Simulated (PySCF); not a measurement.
# ethane: bond dissociation enthalpies at several levels

Structure: `CC` (C2H6). Numbering: `[CH3:1][CH3:2]`

All levels share the PBE0-D3(BJ)/def2-SVP structures and the PBE0-D3(BJ)/def2-SVP thermal terms; only the single-point energies (PySCF) change. Values are bond dissociation enthalpies (298 K, kJ/mol).

```
                           level  C1–C2  C1–H  mean abs. error   time
                    HF/def2-TZVP    244   313            120.9  1.1 s
r2SCAN-D3(BJ)/def2-TZVP (grid 3)    344   398             28.4   12 s
             BHandHLYP/def2-TZVP    345   407             23.5  3.2 s
 TPSSh-D3(BJ)/def2-TZVP (grid 3)    353   413             15.9  9.7 s
  TPSS-D3(BJ)/def2-TZVP (grid 3)    354   413             15.9   13 s
           BLYP-D3(BJ)/def2-TZVP    357   408             16.9  5.7 s
          B3LYP-D3(BJ)/def2-TZVP    361   413             12.1  3.6 s
               LC-ωPBE/def2-TZVP    364   404             15.4  6.6 s
                 HSE06/def2-TZVP    366   403             14.9  7.1 s
      CAM-B3LYP-D3(BJ)/def2-TZVP    366   415              9.2  4.4 s
                  OPBE/def2-TZVP    369   408             10.8  5.8 s
         PBE0-D3(BJ)/aug-cc-pVTZ    371   406             10.8   12 s
     PBE0-D3(BJ)/jun-cc-pV(T+d)Z    371   406             10.5  6.1 s
             PBE0-D3(BJ)/pcseg-2    371   406             10.4    5 s
        PBE0-D3(BJ)/ma-def2-TZVP    371   406             10.7  3.7 s
          PBE0-D3(BJ)/def2-TZVPD    372   406             10.5  4.8 s
     PBE0-D3(BJ)/6-311++G(2d,2p)    372   407              9.8  3.8 s
           BP86-D3(BJ)/def2-TZVP    372   417              4.6  5.5 s
           PBE0-D3(BJ)/def2-TZVP    372   406             10.2      –
          PBE0-D3(BJ)/def2-TZVPP    372   407              9.8    6 s
           PBE0-D3(BJ)/6-311+G**    372   407              9.8  2.6 s
             PBE0-D3(BJ)/cc-pVTZ    374   407              8.7  5.3 s
         PBE0-D3(BJ)/aug-cc-pVDZ    375   403             10.4  3.3 s
        M06-L/def2-TZVP (grid 3)    376   408              7.2   12 s
          M06/def2-TZVP (grid 3)    377   414              3.9   10 s
             PBE0-D3(BJ)/pcseg-1    378   407              7.7    2 s
         PBE0-D3(BJ)/aug-pcseg-1    378   407              8.2  3.3 s
             PBE0-D3(BJ)/6-31+G*    378   410              6.8  1.9 s
                 B97-2/def2-TZVP    379   411              6.4  3.9 s
 ωB97M-D3(BJ)/def2-TZVP (grid 3)    379   420              1.9  9.5 s
         PBE0-D3(BJ)/ma-def2-SVP    379   406              9.4  2.1 s
            PBE-D3(BJ)/def2-TZVP    380   407              8.9  5.7 s
       M06-2X/def2-TZVP (grid 3)    380   418              3.6   11 s
          ωB97X-D3(BJ)/def2-TZVP    382   418              4.3  4.4 s
             PBE0-D3(BJ)/cc-pVDZ    382   406             10.9    2 s
               PBE0-D3(BJ)/6-31G    383   412              7.7  1.4 s
           PBE0-D3(BJ)/def2-SVPD    384   407             10.8  2.8 s
            PBE0-D3(BJ)/def2-SVP    386   408             11.8    2 s
          PBE0-D3(BJ)/def2-SV(P)    389   402             16.1  1.6 s
              PBE0-D3(BJ)/6-31G*    391   414             10.7  1.7 s
                   LDA/def2-TZVP    454   455             55.2  4.7 s
                      ATcT 1.112    377   422
```

Times are wall times for all single points of a level on 1 thread of Arm Neoverse V1, a shared host; the dash marks the run that also made the structures. BLYP, BP86, HSE06, LC-ωPBE, LDA, M06-L, OPBE, PBE, TPSS, r2SCAN ran on a slower path of this set-up, which computes the density-fitting integrals anew in every SCF cycle while the other levels store them. So the times needn't show the usual order of cost, and those levels read slower than they are.

Hartree-Fock leaves out electron correlation, so its bond energies come out too low, often by 100 kJ/mol or more.

The widest spread is that of C1–C2: 210 kJ/mol, from 244 to 454.
